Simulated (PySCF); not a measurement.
Compound: (CH3)2CHCHF2, C4H8F2.
InChI=1S/C4H8F2/c1-3(2)4(5)6/h3-4H,1-2H3

Torsions of this conformer, `[CH3:1][CH:2]([CH3:3])[CH:4]([F:5])[F:6]`: C1–C2–C4–F5 -59°.

The closed-shell ground state was solved at several levels (PySCF, density fitting, gas phase, non-relativistic). The structure is a single PBE0-D3(BJ)/def2-TZVP conformer in the gas phase; no vibrational or solvent corrections.

```csv
level,basis functions,HOMO (eV),LUMO (eV),gap (eV),dipole (D)
KT3/pcSseg-2,328,-7.79,-0.36,7.43,2.12
PBE0/pcSseg-2,328,-9.23,0.52,9.75,2.24
wB97X-D/pcSseg-2,328,-11.15,2.21,13.36,2.26
```

Q: Estimate the row for B97-2/pcSseg-2, a basis of 328 functions; the other rows only guide the guess.

A: HOMO -8.96 eV, LUMO 0.56 eV, gap 9.52 eV, dipole 2.22 D.

Q: Over all these levels, which gives the widest orbital gap and which the narrowest?

A: wB97X-D/pcSseg-2 (range-separated hybrid) has the widest, 13.36 eV, and KT3/pcSseg-2 (GGA) the narrowest, 7.43 eV. From the narrowest to the widest the HOMO moves by -3.36 eV and the LUMO by +2.57 eV.

Q: In the pcSseg-2 basis, how does the gap go with the fixed share of exact exchange?

A: KT3 (0 %) 7.43 eV; B97-2 (21 %) 9.52 eV; PBE0 (25 %) 9.75 eV. Each rise in the share widens the gap here.

Q: How far do the dipole and the HOMO energy spread over the levels?

A: The dipole runs from 2.12 to 2.26 D (mean 2.21 D) and the HOMO from -11.15 to -7.79 eV.
